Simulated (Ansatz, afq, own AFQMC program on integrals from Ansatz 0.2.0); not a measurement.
Two steps: Ansatz 0.2.0 writes the Fock matrix and Cholesky factors of the valence space, and afq projects on them the lowest state that overlaps trial and start.

```yaml
crystal:
  periodic: [false, false, false]
  atoms:
    - {symbol: Si, position_ang: [0.000000, 0.000000, 0.234378]}
    - {symbol: B, position_ang: [0.000000, 0.000000, -1.984622]}
    - {symbol: H, position_ang: [0.000000, 0.000000, 1.750243]}
basis:
  gaussian: {orbitals: 6-31G}
magnetization: {spin_polarized: false}
correlation: {method: ccsd_t, electrons: outside_noble_gas, hamiltonian_folder: ham}
```

```sh
$ ansatz run in.yaml --threads 1 --pin off --events-out ev --progress --plain --max-ram 16896MiB --backend cuda --devices 0, --max-vram 18GiB
```

Options of the walk:

```
--method free --trial cisd --walkers 20 --time-step 0.02 --max-blocks 30 --target-error 0.00068 --factor-cut 1e-06 --seed 434 --times 0.0,0.5,1.0,2.0,3.0,4.0 --taylor-order 10
```

Times are imaginary, in 1/Eh. The walk had a cap of 60 s.

```
orbitals 18  electrons 4 4  factors 117 of 298
reference energy -313.89391672 Eh
CCSD correlation -0.12628181 Eh in 16 cycles, weight of the determinant in the CISD state 0.8179
repeat  energy at the last time / Eh  error
    10  -314.024532  0.001916
    20  -314.027634  0.001889
    30  -314.027441  0.001428
time / (1/Eh)  energy / Eh  error  mean overlap
  0.00  -314.021473  0.000653  1.2367
  0.50  -314.025251  0.000759  1.2205
  1.00  -314.027428  0.000867  1.2047
  2.00  -314.028523  0.001104  1.2433
  3.00  -314.028807  0.001104  1.2241
  4.00  -314.027441  0.001428  1.2529
energy -314.027441 +/- 0.001428 Eh
```

(1) Estimate how long the walk took on 1 × NVIDIA H100 80GB HBM3 with 2 threads of AMD EPYC 7R13 Processor (Zen 3) (shared host) (the card was shared).

The run passed its tests (error under three times the target), which doesn't prove that it has relaxed.

Against this walk (error 38.9 meV) on the same determinant: CCSD(T) 4.9 meV lower (within the noise), CCSDT(Q) 129.1 meV lower, CCSDTQ 148.9 meV lower, full CI 153.9 meV lower. The error is statistical, and a free projection of finite length keeps a remainder of its start. Full CI is exact here, so the walk's 154 meV above it is the walk's own error: what remains of the start. The determinant is a poor start (see the cautions), so the low cluster orders aren't to be relied on, and full CI is the sure value.

Cautions: remainder of the start not in the error; error above the target (38.9 against 18.5 meV); another spin lies lower; restricted determinant unstable towards unrestricted (UHF 811 meV lower, ⟨S²⟩ 1.15); strong correlation (T1 0.048, weight of the determinant 0.82, largest double 0.16); the CCSDT(Q) amplitudes may be one of several solutions (largest double 0.54); the CCSDTQ amplitudes may be one of several solutions (largest double 0.94); the determinant fills πx and πy unequally, so it mixes two states of the linear molecule, and each level undoes that mixture to a different degree, while full CI gives the lower state; CCSDTQ on the UHF determinant differs (795 meV lower), perhaps since the unrestricted series falls towards higher spin; so few walkers bias the energy.

Answers

(1) 7.4 s of wall time.

CCSDT and higher add their correlation energy to the determinant of the CCSD(T) run, since their own runs factorise the integrals more tightly (a shift of under 2 meV).
